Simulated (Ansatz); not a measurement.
## Isomers

Structures of CH4NSi, doublet, relaxed at PBE0-D4/def2-TZVP (vibrations not checked; lower isomers may exist, and structures with a doubtful reference or unclear bonds are left out). Program: Ansatz 0.2.0. Basis: def2-TZVPP. Cores are frozen in the correlated methods; orbitals are unrestricted. B3LYP uses VWN-RPA correlation.

(1) Rank them by CCSD(T) energy, lowest first, and give each one's height above the lowest. Links in brackets join atoms within 1.22 times the sum of their covalent radii (1.1 for two metals). (To be estimated.)
A.
CH₄NSi ([CH3][Si][NH])
```
7
angstrom
N -1.4055 -1.1988 0.5366
C 0.6861 0.7186 -0.2520
Si 0.0520 -1.0511 -0.1006
H -1.9522 -2.0264 0.7187
H 0.8988 0.9487 -1.2986
H -0.0710 1.4015 0.1357
H 1.6157 0.8296 0.3110
```
B.
CH₄NSi ([CH2][Si][NH2])
```
7
angstrom
N -1.1908 0.2006 -0.7657
C 1.0803 -0.3117 0.6690
Si 0.4697 -0.1014 -1.0575
H -1.8259 0.4160 -1.5171
H -1.6619 0.1161 0.1223
H 0.7120 0.2698 1.5153
H 2.0107 -0.8338 0.8823
```
C.
CH₄NSi ([CH2]1[N][SiH2]1)
```
7
angstrom
C -0.5824 -0.0630 -0.4873
N -0.4659 0.0084 0.9166
Si 0.8458 -0.9599 0.3320
H -1.5485 -0.3354 -0.9115
H -0.0386 0.6668 -1.1109
H 0.9118 -2.3526 0.8154
H 2.1453 -0.3745 -0.0639
```
D.
CH₄NSi ([CH2]1[NH][SiH]1)
```
7
angstrom
C -0.5658 -0.0055 -0.5630
N -0.3539 0.1596 0.8892
Si 0.7260 -1.0333 0.2942
H -1.5241 -0.4341 -0.8443
H -0.2529 0.8128 -1.2112
H -0.1845 1.0818 1.2586
H 2.1552 -0.5814 0.1765
```

(2) Do PBE-D4, r2SCAN-D4, PBE0-D4, B3LYP-D4, wB97M-V, HF, MP2 give the same order? (Judge from chemistry; the calculation decides.)

T1 diagnostic: at most 0.035. ⟨S²⟩ of the unrestricted Hartree–Fock references: 0.76 to 0.92 (a pure state has 0.75). The unrestricted reference is spin-contaminated, which hurts MP2 most.

For scale, one of the runs: CCSD(T)/def2-TZVPP, 160 basis functions, launched by `ansatz run in.yaml --threads 2 --pin off --events-out ev --progress --plain --max-ram 4352MiB`. The run took 70 s on 2 CPU threads of an Arm Neoverse V1 (shared host), with 2.7 GiB of host memory at its peak.

Answers

(1) Computed: A (0.00 kcal/mol), B (4.06 kcal/mol), D (22.61 kcal/mol), C (36.01 kcal/mol). Heights count from the lowest.

(2) By the calculation: Lowest first: HF B < A < D < C. The others agree with CCSD(T).
